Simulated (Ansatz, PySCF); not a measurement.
This Ansatz (an electronic-structure program) input computes a CCSD(T)/cc-pVDZ energy:

Ansatz 0.2 input:
```yaml
crystal:
  periodic: [false, false, false]
  atoms:
    - {symbol: C, position_ang: [0.03618760, 0.60041534, 0.01001252]}
    - {symbol: N, position_ang: [0.01219895, -0.81758933, 0.09244576]}
    - {symbol: H, position_ang: [-0.95471660, 1.16629571, 0.01500298]}
    - {symbol: H, position_ang: [-0.48780604, -1.15122848, -0.74120501]}
    - {symbol: H, position_ang: [0.56688663, 1.01658913, 0.88942020]}
    - {symbol: H, position_ang: [0.57311778, 1.08897690, -0.87041363]}
basis:
  gaussian:
    orbitals: cc-pVDZ
total_charge: -1
magnetization: {spin_polarized: false}
correlation: {method: ccsd_t, electrons: outside_noble_gas}
```

Problem. Write an input for the same energy in PySCF and say what it gives.

Solution. 
```python
from pyscf import gto, scf, mp, cc as ccmod

mol = gto.M(
    atom='''
    C     0.03618760    0.60041534    0.01001252
    N     0.01219895   -0.81758933    0.09244576
    H    -0.95471660    1.16629571    0.01500298
    H    -0.48780604   -1.15122848   -0.74120501
    H     0.56688663    1.01658913    0.88942020
    H     0.57311778    1.08897690   -0.87041363
    ''',
    basis='cc-pvdz',
    charge=-1,
    spin=0,
    verbose=4,
)

mf = scf.RHF(mol)
mf.conv_tol = 1e-10
mf.max_cycle = 100
mf.kernel()
mp2 = mp.MP2(mf, frozen=2).run()
cc = ccmod.CCSD(mf, frozen=2)
cc.max_cycle = 100
cc.kernel()
et = cc.ccsd_t()
print(f'E(CCSD(T)) = {cc.e_tot + et:.9f}')
```
It gives -94.89232 Eh, and Ansatz -94.89232 Eh, a difference of 0.00 mEh.

It need not be the lowest isomer of its formula. Whether it binds its extra electron was not tested at this geometry.
